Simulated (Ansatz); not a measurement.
## Worked example: CH$_{2}$, triplet against CH$_{2}$⁻, doublet

Geometry (PBE0/def2-TZVPD stationary point of a doublet), kept for both states (CH2⁻, doublet: B1; CH2, triplet: B1):

```csv
atom,x (Å),y (Å),z (Å)
C,0.0000,-0.1029,0.0000
H,0.0000,0.6132,-0.8679
H,0.0000,0.6132,0.8679
```

Basis aug-cc-pVDZ; Ansatz 0.2.0. Only valence electrons are correlated (noble-gas cores frozen). R marks a restricted (for open shells ROHF) determinant, U an unrestricted one.

Full CI is exact within this basis and frozen core; it isn't the basis-set limit. The frozen core follows each run's orbitals, which can shift R against U totals by a few meV.

The highest occupied Kohn–Sham level of the anion is positive, up to +2.04 eV, so in those functionals the extra electron is held by the basis alone, which enters their differences from the reference.

```
   level  E(CH2⁻, doublet) (hartree)  E(CH2, triplet) (hartree)
     UHF                  -38.892076                 -38.908422
    UMP2                  -39.038384                 -39.006827
UCCSD(T)                  -39.064697                 -39.030289
     PBE                  -39.120746                 -39.075853
    PBE0                  -39.124291                 -39.086440
 full CI                  -39.065868                 -39.030884
```

Give the vertical gap, CH2 triplet less CH2⁻ doublet, at each level in eV (1 hartree = 27.2114 eV), and each error against full CI.

full CI: (-39.030884 − (-39.065868)) × 27.2114 = 0.952 eV (the reference)
PBE0: (-39.086440 − (-39.124291)) × 27.2114 = 1.030 eV, error 0.078 eV
PBE: (-39.075853 − (-39.120746)) × 27.2114 = 1.222 eV, error 0.270 eV
UCCSD(T): (-39.030289 − (-39.064697)) × 27.2114 = 0.936 eV, error -0.016 eV
UMP2: (-39.006827 − (-39.038384)) × 27.2114 = 0.859 eV, error -0.093 eV
UHF: (-38.908422 − (-38.892076)) × 27.2114 = -0.445 eV, error -1.397 eV

Total energies of functionals can't be set beside those of wave-function methods, since they hold the core's correlation and their own absolute errors; only the differences compare.

In so small a basis the reference is far from its limit while semilocal and hybrid functionals are nearer theirs, so the functionals' errors here hold much of the reference's basis and frozen-core error, which can add to them or hide them.

Each level lands on the state that its own search finds. T1 diagnostics of restricted CCSD: 0.023 and 0.019.
